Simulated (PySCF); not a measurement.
## OF⁻: one state, many levels of theory

State: ¹Σ⁺ (singlet), closed shell. Set-up: O aug-pcseg-1, F aug-pcseg-1; no relativity (PySCF 2.14). De refers to O + F⁻ in their high-spin ground configurations, without counterpoise correction. A positive dipole points towards F; it is taken about the centre of mass and depends on that origin.

| Level | Re (Å) | ωe (cm⁻¹) | De (eV) | μ (D) |
| --- | --- | --- | --- | --- |
| RHF | 1.501 | 753 | n/a | 0.89 |
| RHF-MP2 | 1.505 | 876 | 0.68 | n/a |
| RHF-SCS-MP2 | 1.514 | 854 | 0.65 | n/a |
| RHF-CCSD | 1.534 | 773 | 0.57 | n/a |
| RHF-CCSD(T) | 1.559 | 716 | 0.77 | n/a |
| LDA | 1.490 | 838 | 2.36 | 1.95 |
| PBE | 1.534 | 759 | 1.58 | 1.82 |
| r²SCAN | 1.523 | 786 | 1.21 | 1.70 |
| PBE0 | 1.499 | 814 | 1.05 | 1.65 |
| M06 | 1.520 | 736 | 1.12 | 1.42 |
| LC-ωPBE | 1.485 | 854 | 1.02 | 1.68 |
| B2PLYP | 1.533 | 769 | 0.96 | 1.22 |

Task: Which functional lies closest to RHF-CCSD(T) in De, which farthest, and by how much do they differ from it?

Result: Closest is B2PLYP (-2.6 pm in Re, +7.4 % in ωe, +0.19 eV in De against RHF-CCSD(T) in the same basis), farthest LDA (-6.9 pm in Re, +17.0 % in ωe, +1.59 eV in De). CCSD(T) converges more slowly with the basis than the functionals do and binds too weakly in this one, so the order can change at the basis-set limit.

Task: What does a quarter of exact exchange do here, going from PBE to PBE0?

Result: PBE0 less PBE: -3.5 pm in Re, +7.2 % in ωe, -0.53 eV in De. Exact exchange removes part of the self-interaction that spreads semilocal densities, and in most molecules shortens and stiffens the bond and lowers De; so it does here.

Task: What does the step from GGA to meta-GGA do here, going from PBE to r²SCAN?

Result: r²SCAN less PBE: -1.1 pm in Re, +3.6 % in ωe, -0.37 eV in De. 

Correlated steps freeze 2 core orbitals. Correlated levels converge slowly with the basis: in double zeta they bind strong bonds too weakly, by up to about 1 eV, and carry superposition errors of some tenths. For an ion De counts to the pair picked by the measured ionisation energies or electron affinities, which need not be the lowest pair at this level. Where the molecule has an RHF reference, its open-shell atoms are computed with UHF. The highest Kohn–Sham level is positive in this anion. Much of that is self-interaction error, but it also means that the finite basis helps to hold the extra electron. B2PLYP dipoles, levels and charges come from its SCF part alone. The CCSD T1 diagnostic is raised, a sign that a single reference may not be enough here.

The whole job (state search and all levels along the bond) took about 1.2 min on 1 thread of Arm Neoverse V1 (shared host), peak memory 0.53 GiB.
